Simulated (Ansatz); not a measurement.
Two shapes of doublet PF₂.

Shape 1:

```xyz
3

F     0.0000    0.3486   -1.2224
P     0.0000   -0.6971    0.0000
F     0.0000    0.3486    1.2224
```

Shape 2:

```xyz
3

F     0.0000    0.3765   -1.3202
P     0.0000   -0.7529    0.0000
F     0.0000    0.3765    1.3202
```

Basis set: def2-SVP (spherical functions). Left uncorrelated: 7 orbitals. Correlation on ROHF uses semicanonical orbitals with singles. Charge 0, multiplicity 2.

Computed with Ansatz (development build ahead of 0.2.0); each method stands on the lowest determinant of its kind that the runs found.

(1) Which shape is lower in energy, and by how much in each method?

Answers

(1)

| method | E(2) − E(1) (eV) |
| --- | --- |
| ROHF | 0.662 |
| UHF | 0.664 |
| UHF-MP2 | 0.435 |
| ROHF-CCSD(T) | 0.405 |
| UHF-CCSD(T) | 0.405 |

Shape 1 is lower.
